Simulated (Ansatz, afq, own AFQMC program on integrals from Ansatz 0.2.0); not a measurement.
CH₄N, doublet in 6-31G along one coordinate

```xyz
6

N    -0.0887    0.0000    0.6446
C     0.0848    0.0000   -0.7305
H     0.2213   -0.8326    1.1206
H     0.2213    0.8326    1.1206
H    -0.1102   -0.9302   -1.2469
H    -0.1102    0.9302   -1.2469
```

All coordinates are scaled about the centre. Energies in eV count from this geometry (1.000) at the same level; the start stands on UHF, each point on the determinant named.

Basis 6-31G. Noble-gas cores (and the filled d shells of Ga–Kr and In–Xe) are frozen. AFQMC by an in-house program on the Cholesky factors that Ansatz 0.2.0 writes for its CCSD(T) run. ph-AFQMC/CISD is guided by a CISD state made of CCSD amplitudes; releasing the constraint for a short imaginary time cuts its bias at the price of noise, slowly where states lie close. ± is one standard error of the sampling.

Cautions, each for one point or more: CCSDT(Q) on the UHF determinant differs, so the two series follow different states; a spin-contaminated unrestricted determinant lies lower; cluster runs in doubt by the program's own checks; higher spins were not checked; strong correlation; unrestricted determinant spin contaminated; walk and cluster series may follow different spin states.

```csv
scale of all distances,det.,T1,weight,⟨S²⟩,PBE0,CCSD,CCSD(T)
0.865,UHF,0.010,0.93,0.76,3.672,4.033,4.062
1.117,UHF,0.020,0.89,0.77,1.291,1.030,0.992
1.325,UHF,0.037,0.82,0.86,6.839,6.091,5.938
1.483,ROHF,0.057,0.72,pure,11.202§,9.975,9.618
1.727,ROHF¶,0.088,0.56,pure,15.767§,13.759,13.431
2.446,UHF¶,0.029,0.79,4.62,19.628§,16.924,16.966
```

(1) Estimate the curve of CCSDT(Q), counted from the same start.

## Answers

(1) 
| scale of all distances | det. | T1 | weight | ⟨S²⟩ | CCSDT(Q) | ph-AFQMC/CISD | released AFQMC |
| --- | --- | --- | --- | --- | --- | --- | --- |
| 0.865 | UHF | 0.010 | 0.93 | 0.76 | 4.070 | 4.077 ± 0.016 | 4.079 ± 0.015 |
| 1.117 | UHF | 0.020 | 0.89 | 0.77 | 0.981 | 0.980 ± 0.018 | 0.996 ± 0.021 |
| 1.325 | UHF | 0.037 | 0.82 | 0.86 | 5.890 | 6.014 ± 0.034 | 5.956 ± 0.031* |
| 1.483 | ROHF | 0.057 | 0.72 | pure | 9.558 | 9.802 ± 0.043 | 9.564 ± 0.082* |
| 1.727 | ROHF¶ | 0.088 | 0.56 | pure | 13.318 | 13.757 ± 0.056 | 13.590 ± 0.103* |
| 2.446 | UHF¶ | 0.029 | 0.79 | 4.62 | 16.889 | 16.830 ± 0.020 | 16.865 ± 0.034* |

Weight is that of the determinant in the CISD state; at the start T1 is 0.015 and the weight 0.91, and ⟨S²⟩ is 0.76. ¶ marks points with a poor determinant and no full CI, where no value is sure; they don't count among the departures. An asterisk marks released energies that aren't shown to be converged. § marks a functional whose ⟨S²⟩ is too high by over 0.1. Largest departures from CCSDT(Q), at the points where its series has closed: CCSD(T) 0.048 eV at 1.325 (on UHF), ph-AFQMC/CISD 0.124 eV at 1.325 (on UHF), released AFQMC 0.014 eV at 1.117 (on UHF) (within the noise), PBE0 0.949 eV at 1.325, CCSD 0.201 eV at 1.325 (on UHF). Functionals count only at points shown to share the start's state and spin. In this small basis the wave-function levels are far from their limit, so their gap to the functionals isn't the functionals' error.

CCSDT and higher add their correlation energy to the determinant of the CCSD(T) run, since their own runs factorise the integrals more tightly (a shift of under 2 meV). A walk keeps the symmetry of its determinant, which the program's search chose and which needn't be the lowest solution, so a lower state of the same spin and another symmetry isn't excluded.
